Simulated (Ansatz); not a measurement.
Working through the energy of protonation at one site of B₂H₅P, SMILES BPB

Computed with the Ansatz DFT code, driven from Python.

Interactive session:
```pycon
>>> import ansatz
>>> import numpy as np
>>> BASIS_SET = "def2-SVP"
>>> FUNCTIONAL = "r2scan"
>>> DISPERSION = "d3bj"
>>> CHARGE = 1
>>> FMAX = 0.01
>>> geometry_ang = [
...     ("B", (1.4059, 0.2344, 0.2445)),
...     ("P", (-0.1223, -0.8103, 0.7941)),
...     ("B", (-1.4089, 0.2618, -0.1668)),
...     ("H", (2.4792, -0.2574, 0.2739)),
...     ("H", (1.3254, 1.4121, 0.19)),
...     ("H", (0.0205, -1.7669, -0.2898)),
...     ("H", (-1.1798, 0.6046, -1.2742)),
...     ("H", (-2.5202, 0.3216, 0.2283)),
... ]
>>> b2h5p = ansatz.Crystal.molecule()
>>> for symbol, xyz in geometry_ang:
...     b2h5p = b2h5p.atom(symbol, xyz)
...
>>> calc = b2h5p.calculation()
>>> calc = calc.basis(gaussian=BASIS_SET)
>>> calc = calc.functional(FUNCTIONAL, dispersion=DISPERSION)
>>> symbols = [site.symbol for site in b2h5p.cartesian_sites]
>>> start = np.array([site.position_ang for site in b2h5p.cartesian_sites], dtype=float)
>>> r = calc.relax(force_tolerance=0.01).run(threads=1, backend="cpu").report
DeckWarning: the engine holds no damping parameters fitted to this dispersion correction and functional, so the run takes those fitted to r2scan beside the three-body term, which d3bj leaves out (hamiltonian.dispersion, under Limitations)
>>> end = np.array(r["positions_ang"])
>>> # start the new hydrogen opposite the existing bonds
>>> away = sum((end[1] - end[j]) / np.linalg.norm(end[1] - end[j]) for j in [0, 2, 5]) + np.array([0.15, 0.1, -0.2])
>>> proton = end[1] + 1.4 * away / np.linalg.norm(away)
>>> acid = ansatz.Crystal.molecule()
>>> for symbol, place in zip(symbols, end):
...     acid = acid.atom(symbol, place.tolist())
...
>>> acid = acid.atom("H", proton.tolist())
>>> protonated = (
...     acid.calculation()
...     .basis(gaussian=BASIS_SET)
...     .functional(FUNCTIONAL, dispersion=DISPERSION)
...     .charge(CHARGE)
...     .relax(force_tolerance=FMAX, max_steps=80)
... )
>>> after = protonated.run(threads=1, backend="cpu").report
>>> xyz = np.array(after["positions_ang"])
>>> reach = np.linalg.norm(xyz[:-1] - xyz[-1], axis=1)
>>> print(f"base {r['free_energy_ev']:.5f} eV, protonated {after['free_energy_ev']:.5f} eV")
base -10716.15221 eV, protonated -10724.11746 eV
>>> print(f"the proton ends {reach.min():.3f} A from {symbols[reach.argmin()]}{reach.argmin()}")
the proton ends 1.415 A from P1
>>> print(f"electronic proton affinity {(r['free_energy_ev'] - after['free_energy_ev']):.3f} eV")
electronic proton affinity 7.965 eV
```

Notes:
- Total energies depend on the basis set; only differences at equal settings carry meaning.
- Warnings are shown shortened and without file and line.
- The proton is put on one chosen atom, which needn't be the most basic site, so the molecule's proton affinity can be higher; the ends are stationary points, not checked by frequencies, and zero-point and thermal terms count only where printed.
- A dispersion term here runs with damping parameters fitted for another variant or functional.
- Hardware and time: 2.3 min on 1 thread of Arm Neoverse V2 (shared host), peak memory 0.22 GiB.

(Lines on the test bed's own set-up are left out of the output.)
